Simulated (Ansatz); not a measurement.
## Forces away from equilibrium

CH$_{2}$BS (SMILES B1[CH+]S1) (charge +1), singlet, displaced at random from a GFN2-xTB minimum.

```json
{"atom": "B1", "x (Å)": "-0.1136", "y (Å)": "-0.7531", "z (Å)": "-0.2424"}
{"atom": "C2", "x (Å)": "-0.0663", "y (Å)": "0.6988", "z (Å)": "0.1379"}
{"atom": "S3", "x (Å)": "1.1418", "y (Å)": "-0.1245", "z (Å)": "0.8684"}
{"atom": "H4", "x (Å)": "-0.5186", "y (Å)": "-1.7128", "z (Å)": "-0.8065"}
{"atom": "H5", "x (Å)": "-0.3777", "y (Å)": "1.7790", "z (Å)": "-0.0344"}
```

Program: Ansatz 0.2.0. Basis: def2-TZVPP. Cores are frozen in the correlated methods.

CCSD(T) forces from the calculation:
| atom | Fx | Fy | Fz (eV/Å) |
| --- | --- | --- | --- |
| B1 | -0.700 | -0.172 | -0.420 |
| C2 | -0.965 | 1.358 | -1.318 |
| S3 | 1.026 | 0.041 | 0.891 |
| H4 | 0.131 | 0.259 | 0.196 |
| H5 | 0.507 | -1.486 | 0.651 |

Task: Which atom feels the largest CCSD(T) force, and how large is it?

Result: C2, 2.12 eV/Å, along (-0.45, 0.64, -0.62).

Root-mean-square difference of the force components from those of CCSD(T): PBE0-D4 0.314; wB97M-V 0.312; r2SCAN-D4 0.207; PBE-D4 0.154; r2SCANh-D4 0.275; r2SCAN0-D4 0.380 eV/Å.

T1 diagnostic: at most 0.017. These are differences at one structure, and CCSD(T) in triple zeta is itself an approximation.

For scale, one of the runs: CCSD(T)/def2-TZVPP forces, 132 basis functions (an equivalent command: `ansatz run in.yaml --threads 4`). Time: 16 s of wall clock on 4 CPU threads; the host was shared. Peak host memory: 1.1 GiB.
